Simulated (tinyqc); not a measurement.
Inside a calculation. Method: RKS/PBE0 in the sto-3g basis, for H2F+, spin multiplicity 1. Computed by tinyqc, a small Python program that keeps every step (integrals from PySCF). Settings: charge = 1, multiplicity = 1, basis = sto-3g, energy threshold = 1e-10, iteration cap = 50, orthogonalisation = symmetric, start = random, DIIS depth = 0, method = RKS, functional = pbe0, grid = [20, 50]. Command: `OMP_NUM_THREADS=1 python tinyqc.py 22034 22035 out.jsonl` (the two numbers bound the seeds that draw the settings). One thread of a shared host (Intel(R) Xeon(R) Processor @ 2.60GHz), about 0.9 s of CPU time with the checks.

Geometry (angstrom):
```
atom         x          y         z
F     0.000000   0.000000  0.000000
H     0.000000   0.910000  0.729000
H     0.000000  -0.910000  0.729000
```

Stop when the energy changes by less than 1e-10 hartree and every element of the error matrix X^T (F D S - S D F) X is below 3e-06.

Course of the cycle:
```
iteration   E (hartree)     change  largest element of the error matrix
1          -80.92042448          -                             2.27e+01
2          -98.83895823  -1.79e+01                             3.88e-01
3          -98.69055693   1.48e-01                             5.72e-01
4          -98.85786185  -1.67e-01                             3.72e-01
5          -98.70509126   1.53e-01                             5.62e-01
6          -98.86345604  -1.58e-01                             3.70e-01
7          -98.71315142   1.50e-01                             5.57e-01
8          -98.86662667  -1.53e-01                             3.68e-01
9          -98.71775281   1.49e-01                             5.54e-01
10         -98.86845409  -1.51e-01                             3.67e-01
11         -98.72041512   1.48e-01                             5.52e-01
12         -98.86951724  -1.49e-01                             3.67e-01
13         -98.72196742   1.48e-01                             5.51e-01
14         -98.87013913  -1.48e-01                             3.66e-01
...                 ...        ...                                  ...
37         -98.72417053   1.47e-01                             5.50e-01
38         -98.87102427  -1.47e-01                             3.66e-01
39         -98.72417211   1.47e-01                             5.50e-01
40         -98.87102491  -1.47e-01                             3.66e-01
41         -98.72417304   1.47e-01                             5.50e-01
42         -98.87102528  -1.47e-01                             3.66e-01
43         -98.72417359   1.47e-01                             5.50e-01
44         -98.87102551  -1.47e-01                             3.66e-01
45         -98.72417392   1.47e-01                             5.50e-01
46         -98.87102564  -1.47e-01                             3.66e-01
47         -98.72417411   1.47e-01                             5.50e-01
48         -98.87102571  -1.47e-01                             3.66e-01
49         -98.72417422   1.47e-01                             5.50e-01
50         -98.87102576  -1.47e-01                             3.66e-01
```

Can the last value be used, and what does the course show?

Not by the stop rule. Not converged within the cap of 50 iterations: the residual has stopped falling: the iteration swings between two states. Reruns (cap 100 unless said): DIIS 8: converged in 9; damping 0.5: converged in 39; level shift 0.5: converged in 24; atomic densities as start, DIIS 8: converged in 8; the original settings with a cap of 400: not converged. PySCF RKS in the same basis, fine grid = -99.12150913 hartree, which differs from a converged run on this coarse grid by the grid error.
